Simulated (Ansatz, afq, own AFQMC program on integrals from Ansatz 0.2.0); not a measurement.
**GeH₃, doublet: AFQMC among the cluster methods**

```xyz
4

Ge    0.0000    0.0000   -0.0240
H     1.8781    0.0217    0.5802
H    -0.9593    1.6167    0.5749
H    -0.9220   -1.6381    0.5754
```

Basis 6-31G. Noble-gas cores (and the filled d shells of Ga–Kr and In–Xe) are frozen. Ansatz 0.2.0 and our own AFQMC program on the same integrals; the CISD trial comes from CCSD amplitudes, and released means the phaseless constraint is let go. Error bars are statistical, one sigma. No spin–orbit coupling.

Determinant: UHF, the one that the program's search chose, which needn't be the lowest solution. The geometry is a point of a scan.

Full CI on the same integrals is exact in this basis and with this determinant's frozen core.

Cautions: no relativity below Rb; no spin-orbit coupling; inner d shell frozen; the released energies are still falling, so no released level is given (meV from the phaseless value at times in 1/Eh: -2.0 ± 1.8 at 0.24, -2.6 ± 1.6 at 0.51, -5.4 ± 1.3 at 0.99, -8.5 ± 1.2 at 1.62, -12.1 ± 1.3 at 2.40); the ph-AFQMC/HF walk drifts between its halves (2.1 errors).

- T1 diagnostic: 0.0325
- weight of the determinant in the CISD state: 0.878
- ⟨S²⟩ of the determinant: 0.791
- size of the correlated space: 7 electrons in 21 orbitals

| level | correlation energy (eV) |
| --- | --- |
| MP2 | -1.6455 |
| CCSD | -2.5698 |
| CCSD(T) | -2.6319 |

Estimate where phaseless AFQMC with a CISD trial lies against CCSD(T) on the same integrals.

2.0 ± 0.2 kJ/mol below CCSD(T).

Reference: full CI, correlation energy -2.669 eV.

```tsv
level	E − E(reference) (kJ/mol)	share of correlation (%)
CCSD(T)	3.6	98.60
ph-AFQMC/HF	8.1 ± 2.3	96.86
ph-AFQMC/CISD	1.6 ± 0.2	99.39
```

A walk keeps the symmetry of its determinant, which the program's search chose and which needn't be the lowest solution, so a lower state of the same spin and another symmetry isn't excluded.
